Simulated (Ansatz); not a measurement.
in.yaml

```yaml
crystal:
  periodic: [false, false, false]
  atoms:
    - {symbol: B, position_ang: [0.000000, 0.000000, 0.858848]}
    - {symbol: N, position_ang: [0.000000, 0.000000, -0.508608]}
    - {symbol: H, position_ang: [0.000000, -0.840950, -1.072031]}
    - {symbol: H, position_ang: [0.000000, 0.840950, -1.072031]}
basis:
  gaussian: {orbitals: cc-pVDZ}
total_charge: 1
magnetization: {spin_polarized: true, initial_magnetization: 3}
hamiltonian: {xc: {name: B3LYP}}
correlation: {method: bccd, electrons: outside_noble_gas}
scf: {lower_state_search: full}
output: {forces: true}
```

```sh
$ ansatz run in.yaml --threads 1 --pin off --events-out ev --progress --plain --max-ram 2393MiB
```

Log:

```
355 factors; integrals over basis functions are off by at most 1.3e-3 eV
mean field evaluation 1: about -2177.4156 eV, gradient 3.9e1 eV
mean field evaluation 2: about -2177.4123 eV, gradient 3.9e1 eV
mean field evaluation 4: about -2183.6527 eV, gradient 2.1e0 eV
mean field evaluation 8: about -2183.6777 eV, gradient 1.2e-2 eV
mean field evaluation 16: about -2183.5927 eV, gradient 8.8e-1 eV
mean field evaluation 32: about -2183.6777 eV, gradient 2.6e-2 eV
mean field evaluation 64: about -2183.6777 eV, gradient 1.2e-3 eV
mean field -2183.67774032 eV, -80.2486768069 hartree, gradient 6.0e-6 eV, S^2 3.751562; 6 other end points of the search recorded, 0 dependent functions left out
2 core orbitals not correlated: weight in the atoms' cores, before any rotation towards them, 1.000 or more for the frozen orbitals, at most 0.000 for the correlated occupied ones
reference -2172.47731904 eV, -79.8370689167 hartree; 6, 3 occupied and 30, 33 virtual orbitals, 355 factors
second order -4.40441494 eV of doubles, -0.13335810 eV of singles
cycle   1  -4.92455848 eV  change   -3.9e-1 eV  update   3.7e-2
cycle   2  -5.05421961 eV  change   -1.3e-1 eV  update   1.3e-2
cycle   3  -5.06865393 eV  change   -1.4e-2 eV  update   4.4e-3
cycle   4  -5.06944127 eV  change   -7.9e-4 eV  update   1.7e-3
cycle   5  -5.06966181 eV  change   -2.2e-4 eV  update   5.4e-4
cycle   6  -5.06967859 eV  change   -1.7e-5 eV  update   1.6e-4
cycle   7  -5.06970034 eV  change   -2.2e-5 eV  update   5.2e-5
cycle   8  -5.06970386 eV  change   -3.5e-6 eV  update   1.6e-5
cycle   9  -5.06970517 eV  change   -1.3e-6 eV  update   5.4e-6
cycle  10  -5.06970603 eV  change   -8.6e-7 eV  update   2.3e-6
cycle  11  -5.06970577 eV  change    2.7e-7 eV  update   9.1e-7
cycle  12  -5.06970539 eV  change    3.7e-7 eV  update   2.8e-7
the calculation of the forces begins
Total energy: -2177.54702443 eV, -80.0233771535 hartree
Atom 0 at     0.000000     0.000000     0.858848 Å, force     0.000000    -0.000000     6.113149 eV/Å
Atom 1 at     0.000000     0.000000    -0.508608 Å, force     0.000000     0.000000    -4.479278 eV/Å
Atom 2 at     0.000000    -0.840950    -1.072031 Å, force    -0.000000    -1.096135    -0.816936 eV/Å
Atom 3 at     0.000000     0.840950    -1.072031 Å, force    -0.000000     1.096135    -0.816936 eV/Å
Dipole moment:    -0.000000     0.000000    -0.431815 e Å
```

Forces (eV/Å):
```
B    0.000  0.000  6.113
N    0.000  0.000 -4.479
H    0.000 -1.096 -0.817
H    0.000  1.096 -0.817
```

Ran on 1 thread of Arm Neoverse V1, shared host: 4 s wall, 0.14 GiB peak host memory.
